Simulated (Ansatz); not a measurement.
System: 1T (CdI2-type) PtS₂. Method: PBE-D4 (PAW; Ansatz, a program for electronic structure).

Q: Give the computed interlayer binding energy, layer repeat distance and gap between the layers.

A: 
interlayer binding energy: 31.3 meV/Å²
layer repeat distance: 4.682 Å
gap between the layers: 2.268 Å

Spin–orbit coupling is not included.

Computed values are for the static lattice.

It cost about 2.2 core-minutes (a rough figure) of CPU time.
